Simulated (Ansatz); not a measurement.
# FH2MgN: taking an electron away

An exercise on one series of results from a longer session: the logs are not shown, and one member is left open.

The runs use Ansatz 0.2.0, Gaussian basis; unrestricted cation, the program's frozen cores in correlated methods.

The runs, in order: UKS PBE-D4/def2-TZVPP; UKS r2SCAN-D4/def2-TZVPP; UKS PBE0-D4/def2-TZVPP; UKS B3LYP-D4/def2-TZVPP; UKS wB97X-V/def2-TZVPP; UKS wB97M-V/def2-TZVPP; UKS B2PLYP/def2-TZVPP; UHF-CCSD(T)/def2-TZVPP; UHF-MP2/def2-QZVPP; extrapolation to the limit; then −ε(HOMO) from the neutral's earlier runs with LDA (SPW92), PBE-D4, revPBE-D4, BLYP-D4, r2SCAN-D4, B97M-V, PBE0-D4, B3LYP-D4, r2SCANh-D4, r2SCAN0-D4, HSE06-D4, BHLYP-D4, CAM-B3LYP-D4, LC-ωPBE, ωB97X-V, ωB97M-V.

### The relaxed structure

An earlier PBE0-D4 in a triple-zeta def2 set relaxation fixed the geometry.

SMILES `[NH2][Mg][F]`, 5 atoms, charge 0, spin multiplicity 1.

Atoms are counted from 1 here; the program's logs count them from 0.

Bond lengths: N1–Mg2 1.876 Å, N1–H4 1.009 Å, N1–H5 1.009 Å, Mg2–F3 1.755 Å. Angles: Mg2–N1–H4 126.3°, Mg2–N1–H5 126.3°, H4–N1–H5 107.3°, N1–Mg2–F3 180.0°.

Set-up of the first run:

in.yaml reads:

```yaml
crystal:
  periodic: [false, false, false]
  atoms:
    - {symbol: N, position_ang: [-0.550534, 0.605940, -0.218884]}
    - {symbol: Mg, position_ang: [0.668075, -0.744508, 0.240084]}
    - {symbol: F, position_ang: [1.808295, -2.007923, 0.669364]}
    - {symbol: H, position_ang: [-0.549281, 1.554107, 0.125029]}
    - {symbol: H, position_ang: [-1.326755, 0.518785, -0.856993]}
basis:
  gaussian: {orbitals: def2-TZVPP}
total_charge: 1
magnetization: {spin_polarized: true, initial_magnetization: 1}
hamiltonian: {xc: pbe, dispersion: d4}
```

Among the steps run: Cation, UKS PBE-D4/def2-TZVPP; Cation, UKS r2SCAN-D4/def2-TZVPP; Cation, UKS PBE0-D4/def2-TZVPP; Cation, UKS B3LYP-D4/def2-TZVPP; Cation, UKS wB97X-V/def2-TZVPP; Cation, UKS wB97M-V/def2-TZVPP; Cation, UKS B2PLYP (frozen core)/def2-TZVPP; Cation, UHF-CCSD(T)/def2-TZVPP; Cation, UHF-MP2/def2-QZVPP.

One of the session's tables, all rows but one given; the rest of the session is left out.

It belongs to the step «Ionisation energies side by side». Orbital estimates, from the neutral's runs:

```
  functional  −ε(HOMO) (eV)
 LDA (SPW92)           5.45
      PBE-D4           5.25
   revPBE-D4           5.17
     BLYP-D4              ?
   r2SCAN-D4           5.49
      B97M-V           5.49
     PBE0-D4           6.61
    B3LYP-D4           6.39
  r2SCANh-D4           6.00
  r2SCAN0-D4           6.78
    HSE06-D4           6.20
    BHLYP-D4           7.91
CAM-B3LYP-D4           8.09
     LC-ωPBE           9.50
     ωB97X-V           9.10
     ωB97M-V           9.02
```

**Question.** Estimate the row for BLYP-D4.

Worked estimate for «−ε(HOMO) (eV)». Against the share of exact exchange, B3LYP-D4 (0.2, 6.39), BHLYP-D4 (0.5, 7.91) give a slope of 5.07 per unit share; at 0 the line stands at 5.38.

The run gave: −ε(HOMO) (eV): 5.15. In «−ε(HOMO) (eV)» the line misses by +0.23.
